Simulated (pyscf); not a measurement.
GeH₄ (SMILES [GeH4]) + GeH₃• (SMILES [GeH3]) → H₃Ge–GeH₃ (SMILES [GeH3][GeH3]) + H• (SMILES [H]), a substitution at Ge (doublet surface; Ge–H broken, Ge–Ge formed). Structures and frequencies: ωB97X-D3(BJ)/def2-SVP in PySCF. Energies in kcal/mol from the separated reactants.

Small-basis levels: PySCF, no dispersion term, spherical d functions. AM1 to PM7: differences of heats of formation from MOPAC, which are fitted to 298 K values and so differ in kind from electronic energies by zero-point and thermal terms. Open shells are spin-unrestricted. 

| level | barrier | reaction energy |
|---|---|---|
| HF/STO-3G | 29.8 | +7.2 |
| MP2/6-31G*+LANL2DZ | 33.5 | +15.6 |
| PBE/6-31G*+LANL2DZ | 18.3 | +17.0 |
| B3LYP/STO-3G | 10.3 | +13.4 |
| B3LYP/LANL2DZ | 26.9 | +24.2 |
| PBE/def2-SVP | 15.6 | +15.1 |
| PM7 | 14.1 | +18.1 |
| ωB97M-D3(BJ)/def2-TZVP | 24.7 | +18.2 |

Against the last row the barrier runs from -14.4 (B3LYP/STO-3G) to +8.8 kcal/mol (MP2/6-31G*+LANL2DZ). At B3LYP/STO-3G, PM7 this geometry lies under one side, so the entry may be no barrier of that level: it is a single point on another level's saddle. ωB97M-D3(BJ)/def2-TZVP has limits of its own. The same reactants have a lower exit, to GeH₃• + GeH₄ (barrier +7.3 kcal/mol at ωB97M-D3(BJ)/def2-TZVP, against +24.7 kcal/mol here). One saddle was located; it need not be the lowest between these sides. The angle at the attacked Ge is 180°. In the def2 sets elements up to Kr have no core potential.
